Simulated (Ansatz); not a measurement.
Two isomers of C4H5ClO: A = `C=C(C=O)CCl`, B = `C=C1OC1(C)Cl`.

Program: Ansatz. Geometries: PBE0-D4/def2-TZVP. ΔE: electronic, gas phase. CCSD(T)/CBS adds triple-zeta CCSD(T) − MP2 to the extrapolated MP2 energy (def2 sets, frozen cores). DFT in def2-TZVPP. Each species was taken in one conformer, which may not be the lowest.

A:

Z-matrix (Å, degrees):
```
C
Cl 1 1.789
C 1 1.488 2 110.6
H 1 1.088 2 107.0 3 -121.9
H 1 1.089 2 106.3 3 120.1
C 3 1.478 1 117.6 2 82.4
C 3 1.332 1 123.9 2 -98.9
O 6 1.202 3 124.1 1 4.9
H 6 1.110 3 114.5 1 -176.2
H 7 1.084 3 122.2 1 -0.1
H 7 1.085 3 120.6 1 179.8
```

B:

```xyz
11

C     1.989   -0.701   -0.251
C     0.809   -0.176   -0.480
O    -0.126   -0.105   -1.461
C    -0.376    0.570   -0.207
C    -1.527    0.070    0.601
Cl   -0.299    2.323   -0.305
H     2.492   -1.289   -1.007
H     2.472   -0.535    0.701
H    -1.447    0.433    1.627
H    -2.465    0.432    0.177
H    -1.523   -1.020    0.604
```

**Question.** Which is lower in electronic energy at CCSD(T)/CBS, and by how much? (Estimate.)

**Answer.** Computed: A, by 25.9 kcal/mol.

**Question.** Give E(B) − E(A) in kcal/mol with PBE0-D4, HF/def2-TZVPP, CCSD(T)/def2-TZVPP, CCSD(T)/def2-SVP, PBE-D4, ωB97M-V, MP2/def2-TZVPP. (An estimate is asked.)

**Answer.** Computed: PBE0-D4 21.5, HF/def2-TZVPP 32.9, CCSD(T)/def2-TZVPP 26.1, CCSD(T)/def2-SVP 27.2, PBE-D4 20.5, ωB97M-V 23.6, MP2/def2-TZVPP 24.5. None reverses the order clearly.

**Question.** Does the order hold for the free energy at 298.15 K (harmonic terms from PBE0-D4)? (Best estimate.)

**Answer.** The calculation gave: Yes: G(B) − G(A) = +25.9 kcal/mol, for one conformer each.

Largest T1 diagnostic: 0.013.

Leaving LDA and LC-ωPBE aside and taking each functional with its dispersion term where it has one, the values, not all of them listed here, spread over 7.5 kcal/mol, from PBE-D4 to BHLYP-D4. LDA lies −4.3 kcal/mol from PBE without D4. At CCSD(T), def2-SVP lies +1.3 kcal/mol from the extrapolated value and def2-TZVPP +0.2 kcal/mol.
